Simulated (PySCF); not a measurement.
## SMILES C#C, C2H2

Molfile (atoms numbered from 1):
```
C2H2
     RDKit          3D

  4  3  0  0  0  0  0  0  0  0999 V2000
    0.5396   -0.0056    0.5771 C   0  0  0  0  0  0  0  0  0  0  0  0
   -0.5345    0.0079    0.0562 C   0  0  0  0  0  0  0  0  0  0  0  0
    1.4840   -0.0173    1.0353 H   0  0  0  0  0  0  0  0  0  0  0  0
   -1.4789    0.0198   -0.4019 H   0  0  0  0  0  0  0  0  0  0  0  0
  1  2  3  0
  1  3  1  0
  2  4  1  0
M  END
```

Computed with TDDFT CAM-B3LYP/aug-cc-pVDZ excited states, vertical, gas phase in PySCF 2.14.0. Geometry: GFN2-xTB.

Singlets 2 and 3, 4 and 5 lie within 0.01 eV of each other, so their separate moments and overlaps can depend on how they mix.

(1) How strongly do the lowest singlets absorb one photon, and two photons of half the energy?

Answers

(1) δ for parallel linear polarisation; σ at the peak of a Lorentzian of half width 0.1 eV, single beam; Ω is circular over linear.
```tsv
state	E (eV)	f	photon λ (nm)	δ (au)	σ (GM)	Ω	main
S1	6.65	0.000	373	<0.1	0.00	–	HOMO→LUMO+3 0.44, HOMO−1→LUMO+2 0.44
S2	6.91	0.000	359	<0.1	0.00	–	HOMO−1→LUMO+2 0.45, HOMO→LUMO+3 0.45
S3	6.91	0.000	359	<0.1	0.00	–	HOMO→LUMO+2 0.45, HOMO−1→LUMO+3 0.45
S4	7.70	0.084	322	<0.1	0.00	–	HOMO−1→LUMO 0.90
S5	7.70	0.084	322	<0.1	0.00	–	HOMO→LUMO 0.90
```
